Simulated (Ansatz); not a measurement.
The cluster Si₂C, relaxed as a quintet with UKS PBE0-D4/def2-TZVP in Ansatz, starting from the PBE0-D4/def2-TZVP geometry of the neutral singlet. Force threshold 0.02 eV/Å.

At PBE0-D4/def2-TZVP a singlet of charge 0 lies 4.46 eV below the quintet, each at its own geometry. The structure comes from a short search, and lower isomers may exist.

Start:

| atom | x (Å) | y (Å) | z (Å) |
| --- | --- | --- | --- |
| Si1 | -1.063 | -0.631 | 0.836 |
| Si2 | 1.060 | 0.974 | -0.393 |
| C3 | 0.003 | -0.344 | -0.443 |

(1) Estimate the energy that the relaxation releases and the steps that it takes.

(2) Does the start keep its bonding and symmetry?

(3) Predict the relaxed structure.

## Answers

(1) 100.5 kJ/mol, in 9 steps; 38 s on 4 threads of Arm Neoverse V2 on a shared host. The force fell under the threshold at step 8, but the optimiser went on. No frequencies were taken in this run, so the end may be a saddle point.

(2) By distances, no bond broke or formed. The bond that changes most is Si2–C3, from 1.69 to 1.80 Å (atoms count from 1). Point group C2v at the start, D∞h at the end, both within 0.05 Å; within 0.015 Å the end is C∞v.

(3) 
| atom | x (Å) | y (Å) | z (Å) |
| --- | --- | --- | --- |
| Si1 | -1.2803 | -0.9764 | 0.7301 |
| Si2 | 1.2911 | 0.9847 | -0.7362 |
| C3 | -0.0108 | -0.0083 | 0.0061 |
Bond lengths: 2 × C–Si 1.75 to 1.80 Å.
